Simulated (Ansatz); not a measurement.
# CHNS: the cost of one run

Program: Ansatz 0.2.0. Level of theory: DFT B3LYP, Gaussian basis cc-pV(D+d)Z, and further levels as typed in the inputs. These are calculated values, not measurements.

### Step 1. The structure to begin with

Bond lengths: H1–S2 1.356 Å, S2–C3 1.701 Å, C3–N4 1.166 Å. Angles: H1–S2–C3 95.0°, S2–C3–N4 176.4°.

Coordinates:

```xyz
4

H    -1.1344   -1.1356    0.0000
S     0.2215   -1.1353    0.0000
C     0.3693    0.5589    0.0000
N     0.5436    1.7120    0.0000
```

### Step 2. Harmonic vibrations: CHNS

It takes the final geometry of an earlier run.

input.yaml

```yaml
crystal:
  periodic: [false, false, false]
  atoms:
    - { symbol: H, position_ang: [-1.13437398, -1.13563742, 0.0] }
    - { symbol: S, position_ang: [0.22145949, -1.13529424, 0.0] }
    - { symbol: C, position_ang: [0.36930104, 0.55893392, 0.0] }
    - { symbol: "N", position_ang: [0.54361345, 1.71199774, 0.0] }
basis:
  gaussian: { orbitals: "cc-pV(D+d)Z.json" }
hamiltonian:
  xc: { name: B3LYP }
phonons: {}
```

On the command line:

```sh
> ansatz run input.yaml --threads 4 --pin off --max-ram 6144MiB --backend cpu --events-out ev --progress --plain --runs-dir out
```

**Question.** How long does this run take on 4 threads of Arm Neoverse N1, shared host, and how much memory does it need?

About 7.3 s, with a peak of 0.1 GiB.
